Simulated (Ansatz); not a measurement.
One crystal and one scan (energy against volume) at two levels, PBE (plane waves to 420 eV, PAW, scalar-relativistic; Ansatz, a program for electronic structure) and r2SCAN (plane waves to 500 eV, PAW, scalar-relativistic; Ansatz), each from its own relaxed cell and on its own mesh. The cell shown is that of PBE.

Cs (bcc, W type)

```
Cs
1.0
   -3.07841     3.07841     3.07841
    3.07841    -3.07841     3.07841
    3.07841     3.07841    -3.07841
Cs
1
Cartesian
  0.00000   0.00000   0.00000
```

This relaxed cell (volume V₀) is scaled evenly in all directions, its shape held. Symmetry pins the atoms to their sites.

E stands for the smeared free energy. Cs was relaxed with its symmetry unable to fall. The PAW data are Ansatz's earlier set. Percentages come from the unrounded values. Both scans cover V/V₀ from 0.900 to 1.100.

Results of PBE:

```
Item                                                     Value
-------------------------------------------------------  -----
Lattice constant a (Å)                                   6.157
Bulk modulus B₀ (third-order Birch-Murnaghan fit) (GPa)    2.0
```

**Question.** What does r2SCAN give for the same quantities?

**Answer.** 
| quantity | r2SCAN | PBE − r2SCAN |
|---|---|---|
| Lattice constant a (Å) | 6.275 | -0.118 (-1.9 %) |
| Bulk modulus B₀ (third-order Birch-Murnaghan fit) (GPa) | 1.8 | +0.2 |

PBE gives the lower value for: lattice constant a. For the lattice constant a the reference is 6.039 Å (measured, corrected to the static lattice; as given in Gábor I. Csonka, John P. Perdew, Adrienn Ruzsinszky et al., Physical Review B (2009), arXiv:0903.4037): PBE lies nearer. For the bulk modulus B₀ the reference is 2.11 GPa (measured, corrected to the static lattice; as given in H. Levämäki, M. P. J. Punkkinen, K. Kokko et al., Physical Review B (2014), arXiv:1402.3671): within its tolerance of 11.1 % it doesn't tell which level is nearer. So large a difference may also come from another phase or state, or from a fault of the measured row.

(A scan under strain: stresses follow from slopes of the energy per volume, elastic moduli from its curvatures.)
